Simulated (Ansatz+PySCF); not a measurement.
Results of a calculation; reference values are marked as such.
Several solutions for singlet NaCl

```tsv
atom	x (Å)	y (Å)	z (Å)
Na	0.0000	0.0000	-2.8395
Cl	0.0000	0.0000	1.8373
```

Basis set: cc-pVDZ (spherical functions). Charge 0, multiplicity 1.

PBE0 (unrestricted) was run from several starts with Ansatz (development build ahead of 0.2.0) and PySCF 2.14.0.

```tsv
run	program	start	converged	energy (hartree)	<S²>
A	Ansatz	atomic start, no search	yes	-622.21555	0.00
B	PySCF	guess minao, instabilities followed	yes	-622.21708	0.23
C	Ansatz	search for the lowest state	yes	-622.21707	0.23
D	Ansatz	stability test followed	yes	-622.21707	0.23
E	Ansatz	atomic start, no search	yes	-622.21554	0.00
F	PySCF	program defaults	yes	-622.21555	0.00
```

(1) Which runs reached the lowest solution of this kind, and what is wrong with the others?

## Answers

(1) B, C, D reached the lowest solution found. Converged but too high: A by 0.04 eV, E by 0.04 eV, F by 0.04 eV. Convergence only shows a stationary point, and even a stable one can lie too high; stability tests and further starts are what find lower ones. Caution: the unrestricted determinant is spin contaminated.
